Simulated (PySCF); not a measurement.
Rock-salt MgO: correlation energy from several methods in one and the same small orbital space (PySCF; 2 atoms at the zone centre, 8 electrons in 55 orbitals, empty ones MP2 natural orbitals of a TZ basis, lattice constant set to 5.4691 Å). Its volume lies 119 % above that of the crystal's usual cell. It tests the methods against each other and lies far from the crystal's limit.

CCSDT(Q) gives -3.7744 eV per atom.

Task: What share of it do MP2, CCSD, CCSD(T), CCSDT recover?

Result: MP2 89.3 %; CCSD 93.7 %; CCSD(T) 97.0 %; CCSDT 99.0 %.

```json
[
 {"method": "MP2", "E_corr (eV per atom)": "-3.3720", "share of CCSDT(Q) (%)": "89.3", "difference (meV)": "402"},
 {"method": "CCSD", "E_corr (eV per atom)": "-3.5355", "share of CCSDT(Q) (%)": "93.7", "difference (meV)": "239"},
 {"method": "CCSD(T)", "E_corr (eV per atom)": "-3.6615", "share of CCSDT(Q) (%)": "97.0", "difference (meV)": "113"},
 {"method": "CCSDT", "E_corr (eV per atom)": "-3.7371", "share of CCSDT(Q) (%)": "99.0", "difference (meV)": "37"},
 {"method": "CCSDT(Q)", "E_corr (eV per atom)": "-3.7744", "share of CCSDT(Q) (%)": "100.0", "difference (meV)": "0"}
]
```

MP2, (T) and (Q) use filled levels shifted down by the Madelung term, which in so small a cell is a large part of the gap, so these rows hang on it.

CCSDT(Q) is the highest level reached here, not an exact value.
